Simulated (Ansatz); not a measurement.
**BNH (quartet): the correlation ladder, def2-TZVPP**

The task here is to estimate one member of a computed series from the others.

Method: def2-TZVPP, core rule «outside noble gas», up to 2 orbitals frozen; program: Ansatz 0.2.0, Gaussian basis.

Plan: UHF; ROHF; CCSD(T) on UHF.

## The geometry

The geometry is a PBE0/def2-TZVP stationary point (not a proven minimum).

3 atoms, charge 0, spin multiplicity 4.

Atoms are counted from 1 here; the program's logs count them from 0.

Bond lengths: B1–N2 1.465 Å, N2–H3 1.030 Å. Angles: B1–N2–H3 111.7°.

Geometry (Å):

```xyz
3
charge 0, multiplicity 4
B     0.0000    0.0798    0.8638
N     0.0000   -0.1176   -0.5879
H     0.0000    0.7790   -1.0947
```

Set-up of the first run:

in.yaml reads:

```yaml
crystal:
  periodic: [false, false, false]
  atoms:
    - {symbol: B, position_ang: [0.000000, 0.079752, 0.863775]}
    - {symbol: N, position_ang: [0.000000, -0.117617, -0.587927]}
    - {symbol: H, position_ang: [0.000000, 0.779045, -1.094669]}
basis:
  gaussian: {orbitals: def2-TZVPP}
magnetization: {spin_polarized: true, initial_magnetization: 3}
hamiltonian: {xc: hf}
output: {orbitals: {seedname: orbitals}}
```

Started as:

```
> ansatz run in.yaml --threads 1 --pin off --events-out ev --progress --plain --max-ram 4096MiB --backend cpu
```

Steps of the session up to this table: UHF; ROHF; CCSD(T) on UHF.

One table of the session follows, with a row left open; its other results are not shown here.

It belongs to the step «Misses and costs». 

| method | from UCCSD(T) (meV) |
| --- | --- |
| ROHF | +6656.7 |
| UHF | +6536.2 |
| UMP2 | ? |
| UCCSD | +237.8 |
| UCCSD(T) | 0 |

**Question.** Estimate the row for UMP2.

The run gave: from UCCSD(T) (meV): +830.3. In the column «from UCCSD(T) (meV)» it lies between UCCSD (+237.8) and UHF (+6536.2).

With the free atoms at the same levels and basis (separate runs), the atomisation energy is 5.149 eV at UCCSD(T), 3.561 eV at ROHF.
